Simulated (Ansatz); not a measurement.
A made-up structure of C2H4Cl, doublet:

```json
{"atom": "C1", "x (Å)": "-0.4270", "y (Å)": "0.3350", "z (Å)": "-0.0813"}
{"atom": "C2", "x (Å)": "0.3746", "y (Å)": "-0.5753", "z (Å)": "0.0441"}
{"atom": "Cl3", "x (Å)": "1.5552", "y (Å)": "-0.0442", "z (Å)": "1.0575"}
{"atom": "H4", "x (Å)": "-1.2079", "y (Å)": "-0.2061", "z (Å)": "-0.6306"}
{"atom": "H5", "x (Å)": "0.0432", "y (Å)": "1.2195", "z (Å)": "-0.6857"}
{"atom": "H6", "x (Å)": "-0.7602", "y (Å)": "0.7234", "z (Å)": "0.9664"}
{"atom": "H7", "x (Å)": "0.4220", "y (Å)": "-1.4522", "z (Å)": "-0.6704"}
```

It is relaxed with PBE-D4/def2-SVP and then PBE0-D4/def2-TZVP (Ansatz 0.2.0). Atoms count as bonded within 1.22 times the sum of their covalent radii (H–H: 0.88 Å). The end point is not checked to be a true minimum.

Question: Does its bonding change? (A judgement: the text doesn't fix the answer.)

Answer: Computed: No: no bond forms or breaks.

Where it ends: The first stage lowers the energy by 2.74 eV in 6 steps. It ends as C₂H₄Cl ([CH3][CH][Cl]):
```
atom    x (Å)    y (Å)    z (Å)
  C1  -0.5320   0.3986  -0.1166
  C2   0.5021  -0.6322   0.0876
 Cl3   1.8320  -0.2937   1.0962
  H4  -1.3780  -0.0229  -0.6632
  H5  -0.1531   1.2545  -0.6924
  H6  -0.8958   0.7926   0.8371
  H7   0.6249  -1.4968  -0.5486
```

Labels in which every atom is bracketed show which atoms are joined, not bond orders.

For scale, one of the runs: PBE0-D4/def2-TZVP relaxation, 123 basis functions, launched by `ansatz run in.yaml --threads 2 --pin off --events-out ev --progress --plain --max-ram 4352MiB`. The run took about 19 s on 2 CPU threads of an Arm Neoverse V1 (shared host).
